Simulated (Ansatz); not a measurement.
Z-matrix (Å, degrees):
```
Si
Al 1 2.468
F 1 1.613 2 111.5
H 1 1.492 2 112.3 3 -120.0
H 1 1.492 2 112.2 3 120.0
H 2 1.589 1 118.2 3 179.8
H 2 1.587 1 121.9 3 -0.2
```

The species carries charge 0 and has multiplicity 1.

Problem. List the ωB97M-V/def2-TZVPP orbital energies in eV (Ansatz). (An estimate is asked.)

Solution. Ansatz gave: Occupied: -1807.60, -1532.52, -677.15, -148.59, -117.12, -102.75, -102.69, -102.67, -76.80, -76.59, -76.57, -35.66, -18.17, -15.08, -15.05, -15.04, -13.82, -11.78, -11.05, -9.65. Lowest empty: -0.62, 1.03, 1.92, 2.58, 3.36, 3.56, 4.35, 4.79.
